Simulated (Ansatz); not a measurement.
# Al₂O+ (quartet): wave-function methods side by side, def2-QZVPP

The task here is to estimate one member of a computed series from the others.

The runs use Ansatz 0.2.0, Gaussian basis; def2-QZVPP, core rule «outside noble gas», up to 11 orbitals frozen.

The runs, in order: UHF; ROHF; CCSD(T) on UHF.

2 further runs of the same task are left out: 2 set aside as unsound or not needed.

## The geometry

The geometry is a PBE0/def2-TZVP stationary point (not a proven minimum) of the parent state, kept for this charge and spin.

3 atoms, charge 1, spin multiplicity 4.

Atoms are counted from 1 here; the program's logs count them from 0.

Bond lengths: Al1–Al2 2.555 Å, Al2–O3 1.606 Å. Angles: Al1–Al2–O3 180.0°.

The first run:

in.yaml

```yaml
crystal:
  periodic: [false, false, false]
  atoms:
    - {symbol: Al, position_ang: [0.000000, 0.000000, 2.238600]}
    - {symbol: Al, position_ang: [0.000000, 0.000000, -0.316100]}
    - {symbol: O, position_ang: [0.000000, 0.000000, -1.922500]}
basis:
  gaussian: {orbitals: "def2-QZVPP.json"}
total_charge: 1
magnetization: {spin_polarized: true, initial_magnetization: 3}
hamiltonian: {xc: hf}
output: {orbitals: {seedname: orbitals}}
```

Started as:

```sh
> ansatz run in.yaml --threads 1 --pin off --events-out ev --progress --plain --max-ram 2393MiB
```

Steps of the session up to this table: UHF; ROHF; CCSD(T) on UHF.

One of the session's tables, all rows but one given; the rest of the session is left out.

```
  method  from UCCSD(T) (kJ/mol)
    ROHF                       ?
     UHF                  +821.7
    UMP2                   +95.8
   UCCSD                   +30.6
UCCSD(T)                       0
```

Q: Estimate the row for ROHF from the others.

The run gave: from UCCSD(T) (kJ/mol): +843.8. In the column «from UCCSD(T) (kJ/mol)» it is the highest.
